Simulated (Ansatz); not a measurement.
# H2O (singlet): wave-function methods side by side at distance O1–H2 = 1.055 Å, cc-pVDZ

How much of the correlation energy of H2O (singlet) does each wave-function method recover here?

The runs use Ansatz 0.2.0, Gaussian basis; cc-pVDZ, core rule «outside noble gas», up to 1 orbitals frozen.

To be run: UHF; CCSD(T) on RHF; BCCD(T) on RHF; CISD; CCSDT(Q) on RHF; CCSDTQ on RHF; CASSCF and MRCISD+Q, 2 electrons in 2 orbitals; CASSCF and NEVPT2, 2 electrons in 2 orbitals; CASSCF and MRCISD+Q, 8 electrons in 6 orbitals; CASSCF and NEVPT2, 8 electrons in 6 orbitals; Full CI.

## (1) The system

The geometry derives from a PBE0/def2-TZVP stationary point (not a proven minimum). One bond is set to the value named and the two fragments are kept rigid.

3 atoms, charge 0, spin multiplicity 1.

Atoms are counted from 1 here; the program's logs count them from 0.

Bond lengths: O1–H2 1.055 Å, O1–H3 0.960 Å. Angles: H2–O1–H3 105.1°.

As a file:

```mol
H2O
  3D, bonds by distance, orders not assigned

  3  2  0  0  0  0  0  0  0  0999 V2000
    0.0000   -0.0686    0.0042 O   0  0
    0.0000    0.5732   -0.8331 H   0  0
    0.0000    0.5152    0.7658 H   0  0
  1  2  8  0
  1  3  8  0
M  END
```

## (2) UHF

File in.yaml:

```yaml
crystal:
  periodic: [false, false, false]
  atoms:
    - {symbol: O, position_ang: [0.000000, -0.068568, 0.004239]}
    - {symbol: H, position_ang: [0.000000, 0.573240, -0.833083]}
    - {symbol: H, position_ang: [0.000000, 0.515160, 0.765789]}
basis:
  gaussian: {orbitals: cc-pVDZ}
magnetization: {spin_polarized: true, initial_magnetization: 0}
hamiltonian: {xc: hf}
output: {orbitals: {seedname: orbitals}}
```

Command:

```console
$ ansatz run in.yaml --threads 1 --pin off --events-out ev --progress --plain --max-ram 2816MiB --backend cpu
```

After this run come: CCSD(T) on RHF; BCCD(T) on RHF; CISD; CCSDT(Q) on RHF; CCSDTQ on RHF; CASSCF and MRCISD+Q, 2 electrons in 2 orbitals; CASSCF and NEVPT2, 2 electrons in 2 orbitals; CASSCF and MRCISD+Q, 8 electrons in 6 orbitals; CASSCF and NEVPT2, 8 electrons in 6 orbitals; Full CI.

Before running them: what should the planned runs give, taken together? Wanted: FCI below the RHF energy; RMP2 from FCI; RCCSD from FCI; RCCSD(T) from FCI; RCCSDT(Q) from FCI; NEVPT2 pair from FCI; MRCISD+Q pair from FCI; NEVPT2 valence from FCI; T1 diagnostic.

As calculated:

| quantity | value |
| --- | --- |
| FCI below the RHF energy | -5.9530 eV |
| RMP2 from FCI | +372.1 meV |
| RCCSD from FCI | +108.8 meV |
| RCCSD(T) from FCI | +19.4 meV |
| RCCSDT(Q) from FCI | -0.4 meV |
| NEVPT2 pair from FCI | +323.4 meV |
| MRCISD+Q pair from FCI | +28.7 meV |
| NEVPT2 valence from FCI | +611.7 meV |
| levels within 1 kcal/mol (43 meV) | RCCSD(T), BCCD(T), RCCSDT, RCCSDT(Q), RCCSDTQ, MRCISD+Q pair, MRCISD+Q valence |
| T1 diagnostic | 0.007 |
| effectively unpaired electrons | 0.03 |

In words: RCCSD(T) lands +19.4 meV from the yardstick (0.3 % of the correlation energy). One determinant dominates. Of the multireference levels listed MRCISD+Q valence comes nearest in total energy (+8.3 meV), which doesn't show that its space is the better one. These misses are within one basis, not against nature.
